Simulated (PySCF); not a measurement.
Bond length, frequency and bond energy of LiC⁻ by level of theory

State: ⁵Σ⁻ (quintet), unpaired electrons σ ↑↑, π ↑↑. Set-up: basis Li def2-SVPD, C def2-SVPD; no relativity; PySCF 2.14. De refers to Li + C⁻ in their high-spin ground configurations, without counterpoise correction. The functionals are run spin-unrestricted. A positive dipole points towards C; it is taken about the centre of mass and depends on that origin.

| Level | Re (Å) | ωe (cm⁻¹) | De (eV) | μ (D) | CPU s a point (SCF and correlation, without the integrals) |
| --- | --- | --- | --- | --- | --- |
| UHF | 1.989 | 578 | n/a | 5.94 | 0.029 |
| UHF-MP2 | 1.984 | 571 | n/a | n/a | 0.044 |
| UHF-SCS-MP2 | 1.985 | 570 | n/a | n/a | n/a |
| UHF-CCSD | 1.983 | 570 | n/a | n/a | n/a |
| UHF-CCSD(T) | 1.985 | 567 | n/a | n/a | 0.52 |
| PBE | 1.975 | 567 | n/a | 5.89 | 0.23 |
| r²SCAN | 1.986 | 564 | n/a | 5.85 | 0.34 |
| TPSSh | 1.978 | 570 | n/a | 5.97 | 0.38 |
| PBE0 | 1.965 | 582 | n/a | 5.90 | 0.32 |
| MN15 | 1.965 | 574 | n/a | 3.33 | 0.68 |
| BHandHLYP | 1.954 | 593 | n/a | 5.72 | 0.17 |

Problem. What does a quarter of exact exchange do here, going from PBE to PBE0?

Solution. PBE0 less PBE: -1.0 pm in Re, +2.6 % in ωe. Exact exchange removes part of the self-interaction that spreads semilocal densities, and in most molecules shortens and stiffens the bond and lowers De; so it does here.

Problem. What does the step from GGA to meta-GGA do here, going from PBE to r²SCAN?

Solution. r²SCAN less PBE: +1.1 pm in Re, -0.5 % in ωe. 

Problem. What does the triples do here, going from UHF-CCSD to UHF-CCSD(T)?

Solution. UHF-CCSD(T) less UHF-CCSD: +0.2 pm in Re, -0.5 % in ωe. Correlation nearly always deepens the well. The bond lengthens, as in strong covalent bonds, where excitations into antibonding orbitals dominate.

Correlated steps freeze 1 core orbital. The highest Kohn–Sham level is positive in this anion. Much of that is self-interaction error, but it also means that the finite basis helps to hold the extra electron. The state is the lowest determinant that a PBE0 search found; another state may lie lower at other levels.

The whole job (state search and all levels along the bond) took about 0.8 min on 1 thread of Arm Neoverse V2 (shared host), peak memory 0.4 GiB.
